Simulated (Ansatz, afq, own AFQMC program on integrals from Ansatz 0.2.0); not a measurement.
## CH$_{2}$B, doublet: AFQMC among the cluster methods

| atom | x (Å) | y (Å) | z (Å) |
| --- | --- | --- | --- |
| B | 0.0000 | 0.0000 | 0.8265 |
| C | 0.0000 | 0.0000 | -0.5553 |
| H | 0.0000 | -0.9252 | -1.1237 |
| H | 0.0000 | 0.9252 | -1.1237 |

Connectivity, by distances: B–CH2.

Basis cc-pVDZ. Noble-gas cores (and the filled d shells of Ga–Kr and In–Xe) are frozen. Ansatz 0.2.0 and our own AFQMC program on the same integrals; the CISD trial comes from CCSD amplitudes, and released means the phaseless constraint is let go. Free AFQMC starts from the CCSD state and is never constrained. Its projection time is finite, and what remains of the start isn't in its error. Error bars are statistical, one sigma.

Determinant: ROHF, the one that the program's search chose, which needn't be the lowest solution. The geometry is a point of a scan.

No full CI on the walks' own integrals is used here; CCSDT(Q) serves as the reference and is uncertain by about the last step of the cluster series.

Cautions: higher spins were not checked; a spin-contaminated unrestricted determinant lies lower (UHF 159 meV lower, ⟨S²⟩ 0.92).

The T1 diagnostic is 0.0248. The weight of the determinant in the CISD state is 0.888. The size of the correlated space is 9 electrons in 36 orbitals.

```csv
level,correlation energy (eV)
MP2,-5.1268
CCSD,-5.8219
CCSD(T),-6.0366
```

Question: Estimate where phaseless AFQMC with a CISD trial lies against CCSD(T) on the same integrals.

Answer: 0.27 ± 0.55 mEh below CCSD(T). The gap is under twice the noise, so this walk alone can't tell the two apart.

Reference: CCSDT(Q), correlation energy -6.077 eV. The released energy is read at 2.40 1/Eh (meV from the phaseless value at times in 1/Eh: -11 ± 13 at 0.24, -8 ± 11 at 0.51, -5 ± 11 at 0.99, 3 ± 11 at 1.62, -17 ± 13 at 2.40).

```
         level  E − E(reference) (mEh)  share of correlation (%)
       CCSD(T)                    1.48                     99.34
         CCSDT                    0.50                     99.77
 ph-AFQMC/CISD             1.21 ± 0.55                     99.46
released AFQMC             0.57 ± 0.48                     99.75
    free AFQMC             0.43 ± 0.88                     99.81
```

Free projections are given only where their last times agree within the noise and don't stop above the reference; a slow remainder of the start can still hide under it. A walk keeps the symmetry of its determinant, which the program's search chose and which needn't be the lowest solution, so a lower state of the same spin and another symmetry isn't excluded. Released energies are given only where the last usable release times agree within the noise; a slower fall can still hide under it.
